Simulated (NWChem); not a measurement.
# AlH3Cl− (SMILES [H][Al-]([H])([H])[Cl]): name the method

AlH3Cl− has 5 atoms, charge -1, and is taken as a singlet. As SMILES, `[H][Al-]([H])([H])[Cl]`. Geometry: a GFN2-xTB relaxation, a rough one for these elements and not checked as a minimum.

```csv
atom,x (Å),y (Å),z (Å)
Al,-0.0024,0.0004,-0.1342
Cl,0.0138,-0.0184,1.9618
H,1.5321,0.0117,-0.6170
H,-0.7754,1.3344,-0.5904
H,-0.7681,-1.3281,-0.6202
```

Orbital energies are those of the mean-field step.

A calculation with NWChem 7.3.0 gave:

* total energy: -704.1843 Eh
* HOMO energy: -0.87 eV
* LUMO energy: 5.10 eV
* HOMO–LUMO gap: 5.97 eV
* largest force: 2.566 eV/Å

Q: Which of these levels gave the numbers?
A. PBE/cc-pVDZ
B. CCSD(T)/cc-pVDZ
C. HF/3-21G
D. PBE0/def2-SVP

A: A. The others give -699.7042 Eh (HF/3-21G), -704.0360 Eh (PBE0/def2-SVP), -703.5157 Eh (CCSD(T)/cc-pVDZ).
